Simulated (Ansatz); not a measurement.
Z-matrix (Å, degrees):
```
C
H 1 1.0790
H 1 1.0790 2 120.00
H 1 1.0790 2 120.00 3 179.98
```
Charge 0, spin multiplicity 2.

These are frozen-core CCSD(T)/cc-pVTZ // B3LYP-D3(BJ)/def2-TZVP (Ansatz, a program for electronic structure) values and carry that method's errors.

```json
{
 "HF energy": "-39.57747 Ha",
 "MP2 correlation energy": "-0.15817 Ha"
}
```

### Question
Estimate the CCSD correlation energy, the (T) correction, the total energy and the T1 diagnostic.

### Answer

```yaml
CCSD correlation energy: -0.17878 Ha
"(T) correction": -0.00472 Ha
CCSD(T) total energy: -39.76098 Ha
T1 diagnostic: 0.008
```
